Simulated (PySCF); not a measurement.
## Property card for tetrahydro-1,3,5-triazinium (`C1=[NH+]CNCN1`)

Tetrahydro-1,3,5-triazinium, C3H8N3 (charge +1).
Bonds: C1–N2 (double), N2–C3, C3–N4, N4–C5, C5–N6, C1–N6. Hydrogens: H7 on C1; H8 on N2; H9, H10 on C3; H11 on N4; H12, H13 on C5; H14 on N6.

Structural features include: amine.

PBE0-D3(BJ)/def2-SVP geometry optimisation, gas phase (PySCF):

- Point group: Cs
- Rotational constants A, B, C: 5.223, 5.117, 2.780 GHz

From wB97X-D/def2-SVPD ground state, ΔSCF and vertical TDDFT (core frozen in the response) (PySCF):

* HOMO energy: -13.63 eV
* LUMO energy: -3.60 eV
* HOMO–LUMO gap: 10.03 eV
* Lowest singlet excitation: 5.39 eV (230 nm, f = 0.011)
* Strongest line among the 10 lowest singlet transitions: S2 at 6.81 eV (182 nm, f = 0.195)
* Lowest triplet excitation (Tamm–Dancoff): 4.81 eV
* Static isotropic polarisability: 52.2 au
* Vertical ionisation energy: 14.10 eV
* Vertical electron affinity: 3.33 eV
* Electronic spatial extent ⟨r²⟩ about the centre of nuclear charge: 467 bohr²

PBE0/pcSseg-1 ground state and GIAO shieldings, non-relativistic (PySCF):

- Lowest Hirshfeld atomic charge: -0.15 e on N4
- Highest Hirshfeld atomic charge: +0.19 e on H8/H14
- 13C chemical shifts (computed TMS as zero) by class: 155.9 (C1), 58.5 (C3/C5) ppm
- 1H chemical shifts (computed TMS as zero) by class: 7.45 (H7), 6.22 (H8/H14), 4.64 (H9/H10/H12/H13), 2.36 (H11) ppm
- Isotropic shieldings of nuclei other than C and H, by class: 122 (N2/N6), 224 (N4) ppm
- Mayer bond orders between heavy atoms: C1–N2 1.41, N2–C3 0.86, C3–N4 1.02, N4–C5 1.02, C5–N6 0.86, N6–C1 1.41

**B3LYP/pcJ-1 indirect spin-spin coupling, non-relativistic, gas phase; spin–dipole term left out for some pairs (PySCF)**

- Largest of the computed one-bond spin–spin couplings (means over like bonds): 13C–1H +207.2 (C1–H7), 13C–1H +159.7 (C3–H9 and 3 like it), 15N–1H -105.7 (N2–H8 and 1 like it), 15N–1H -91.5 (N4–H11), 15N–13C -22.2 (N2–C1 and 1 like it), 15N–13C -10.6 (N2–C3 and 1 like it), 15N–13C -8.6 (N4–C3 and 1 like it) Hz

delta-SCF UKS SCAN, pcX-2 on the ionised atom, pcseg-1 elsewhere, spin-free X2C (PySCF):

- Core binding energies: C1s 297.8 (C3/C5), C1s 298.9 (C1), N1s 410.2 (N4), N1s 411.7 (N2/N6) eV

Monoisotopic mass of the ion (most abundant isotopes, electron mass counted): 86.0713 u.

The vertical singlet–triplet gap S1 − T1 is 0.58 eV (TDDFT singlet less Tamm–Dancoff triplet; S1: HOMO→LUMO, weight 0.99; T1: HOMO−1→LUMO, weight 0.97). S1 lies 4.64 eV below the HOMO–LUMO gap; its leading configuration is HOMO→LUMO, weight 0.99. The polarisability is 7.73 Å³ as a volume (1 au = 0.148185 Å³), or 1.13 au for each of the 46 electrons. With B = h/(8π²I), that is 505.379 GHz u Å² over I, the principal moments of inertia are 96.8, 98.8 and 181.8 u Å² (most abundant isotopes).

One conformer stands for the species.
